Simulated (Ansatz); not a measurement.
CCSD(T) forces

Si₂H₄O (SMILES O[SiH]=[SiH2]), closed shell, at a frame of a short PBE0-D4/def2-SVP trajectory.

```xyz
7
angstrom
O -1.4638 -0.9852 -0.7301
Si -0.4472 0.3256 -0.5862
Si 1.2694 0.1147 0.8287
H -2.3737 -0.9179 -0.4905
H -1.3841 1.5504 -0.1177
H 2.2752 1.2697 0.5539
H 2.1464 -1.0300 0.7611
```

Computed with Ansatz 0.2.0 (basis: def2-TZVPP); correlated methods freeze the cores.

CCSD(T) forces from the calculation:
```csv
atom,Fx,Fy,Fz (eV/Å)
O1,1.161,0.025,-0.426
Si2,-1.745,0.659,0.866
Si3,0.728,1.492,-0.088
H4,-0.720,0.238,0.211
H5,1.025,-1.009,-0.675
H6,-0.772,-0.520,0.232
H7,0.324,-0.886,-0.120
```

**Question.** Which atom feels the largest CCSD(T) force, and how large is it?

**Answer.** Si2, 2.06 eV/Å, along (-0.85, 0.32, 0.42).

Root-mean-square difference of the force components from those of CCSD(T): PBE-D4 0.233; r2SCAN-D4 0.106; PBE0-D4 0.121; wB97M-V 0.111 eV/Å.

The T1 diagnostic stays at or below 0.019. The restricted Hartree–Fock reference is unstable towards an unrestricted one here. A large double-excitation amplitude points to some diradical character; no triplet was computed. These are differences at one structure, and CCSD(T) in triple zeta is itself an approximation.

For scale, one of the runs: CCSD(T)/def2-TZVPP forces, 171 basis functions, launched by `ansatz run in.yaml --threads 2 --pin off --events-out ev --progress --plain --max-ram 3481MiB`. Hardware: 2 CPU threads of an Intel Xeon, shared host. Wall time 4.4 min; peak host memory 2.4 GiB.
